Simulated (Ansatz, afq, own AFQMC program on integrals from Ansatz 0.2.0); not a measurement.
Two steps: Ansatz 0.2.0 writes the Fock matrix and Cholesky factors of the valence space, and afq projects on them the lowest state that overlaps trial and start.

```yaml
crystal:
  periodic: [false, false, false]
  atoms:
    - {symbol: P, position_ang: [0.367718, -1.057903, -0.082846]}
    - {symbol: P, position_ang: [-0.367856, 1.058159, 0.078954]}
    - {symbol: H, position_ang: [-0.499896, -1.530725, 0.951515]}
    - {symbol: H, position_ang: [-0.575111, -1.400879, -1.102483]}
    - {symbol: H, position_ang: [0.505311, 1.533517, -0.949557]}
    - {symbol: H, position_ang: [0.569825, 1.397830, 1.104427]}
basis:
  gaussian: {orbitals: def2-TZVP}
total_charge: 1
magnetization: {spin_polarized: true, initial_magnetization: 1}
correlation: {method: ccsd_t, electrons: outside_noble_gas, hamiltonian_folder: ham}
```

```sh
$ ansatz run in.yaml --threads 1 --pin off --events-out ev --progress --plain --max-ram 16896MiB --backend cuda --devices 0, --max-vram 18GiB
```

Options of the walk:

```
--method phaseless --trial cisd --walkers 1400 --populations 20 --least-time 60 --time-step 0.005 --steps-per-block 50 --equilibration-blocks 28 --max-blocks 4000 --target-error 0.00021 --factor-cut 1e-05 --start spin_pure --seed 6261 --release-times 0.24,0.51,0.99,1.62,2.4 --release-step 0.03 --release-every 3 --taylor-order 6
```

Times are imaginary, in 1/Eh. The walk had a cap of 239 s. With eight or more populations the least sampling time is a fifth of least-time, and the error comes from their spread.

Log:

```
orbitals 88  electrons 7 6  factors 623 of 634
reference energy -683.51276576 Eh
CCSD correlation -0.31797067 Eh in 13 cycles, weight of the determinant in the CISD state 0.8274
energy of the start -683.824936 Eh
 block  time / (1/Eh)  mean weight  energy / Eh
     1     0.250  1.0000  -683.821667
     2     0.500  0.9999  -683.826372
     3     0.750  0.9999  -683.830785
     4     1.000  0.9995  -683.835628
     5     1.250  0.9998  -683.837892
     9     2.250  0.9996  -683.843051
    15     3.750  1.0002  -683.845558
    23     5.750  0.9999  -683.847301
    27     6.750  1.0003  -683.848868
    31     7.750  1.0002  -683.846443
    39     9.750  1.0001  -683.847223
    47    11.750  0.9993  -683.845766
    55    13.750  0.9999  -683.846860
    63    15.750  0.9993  -683.847168
    71    17.750  1.0002  -683.847274
    79    19.750  1.0002  -683.847070
    87    21.750  1.0003  -683.846082
    95    23.750  0.9997  -683.847072
    97    24.250  0.9998  -683.844861
   103    25.750  1.0002  -683.846957
   111    27.750  0.9993  -683.845915
   117    29.250  0.9997  -683.846701
error from the spread of 20 populations
released: time / (1/Eh)  energy / Eh  error  mean overlap
  0.24  -683.847128  0.000241  0.9964
  0.51  -683.847296  0.000206  0.9888
  0.99  -683.847663  0.000145  0.9824
  1.62  -683.847389  0.000277  0.9813
  2.40  -683.847574  0.000480  0.9792
energy -683.846913 +/- 0.000210 Eh
(rows thinned)
```

The run passed its tests (sampling time, drift between the halves within three errors, error under three times the target), which doesn't prove that it has relaxed.

Against this walk (error 5.7 meV) on the same determinant: CCSD(T) 57.9 meV higher, CCSDT(Q) 20.0 meV lower. The error is statistical and leaves out the bias of the constraint. Released to 1.62 1/Eh the energy moves by -13 ± 9 meV (both errors), within twice the noise. CCSDT(Q) is the surest value here, so the walk's 20 meV above it is most likely the bias of the constraint with this trial, which can have either sign.

Cautions: constraint bias not in the error; unrestricted determinant slightly spin contaminated (⟨S²⟩ 0.84 against 0.75).

The walk took 2.4 min on 1 × NVIDIA H100 80GB HBM3 with 2 threads of AMD EPYC 7R13 Processor (Zen 3), on a shared host (the card was shared). The log's last line is the phaseless energy.

CCSDT and higher add their correlation energy to the determinant of the CCSD(T) run, since their own runs factorise the integrals more tightly (a shift of under 2 meV).
